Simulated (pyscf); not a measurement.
HO–B(F)–F (SMILES OB(F)F) + H• (SMILES [H]) -> H₂O (SMILES O) + [F–B–F]• (SMILES F[B]F), a substitution at O (doublet surface; B–O broken, H–O formed). PySCF, gas phase, ωB97X-D3(BJ)/def2-SVP geometries. MP2 and CC: frozen core, UHF for open shells. ΔMP2 is the change of the MP2 total energy from the triple- to the quadruple-zeta basis. Energies in kJ/mol from the separated reactants.

Small-basis levels: PySCF, no dispersion term, spherical d functions. Open shells are spin-unrestricted. 

Question: In single points HF/6-31G* puts the saddle at 280.9 kJ/mol and the reaction energy at +173.0 kJ/mol. Should these be trusted to within a few kcal/mol? Compare with CCSD(T)/def2-TZVPP + ΔMP2(QZVPP).

Answer: CCSD(T)/def2-TZVPP + ΔMP2(QZVPP) gives ΔE‡ = 157.5 kJ/mol and ΔE = +124.1 kJ/mol. HF/6-31G* lies 123.4 kJ/mol over it in the barrier and 48.9 kJ/mol over it in the reaction energy, so on this step it does not hold to within 12.6 kJ/mol. CCSD(T)/def2-TZVPP + ΔMP2(QZVPP) has limits of its own. On the product side the descent ends in an adduct with a B–O contact, 32.3 kJ/mol under the separated species and 60.0 kJ/mol under the saddle at ωB97X-D3(BJ)/def2-TZVP. What is counted as broken (B–O) persists as a longer contact in the product adduct; parting that adduct is a step of its own. The same reactants have a lower exit, to •O–B(F)–F + H₂ (barrier +88.6 kJ/mol at ωB97M-D3(BJ), against +152.0 kJ/mol here). One saddle was located; it need not be the lowest between these sides. The angle at the attacked O is 120°. The CCSD(T) − MP2 part came from Ansatz, without density fitting, on the same reference.
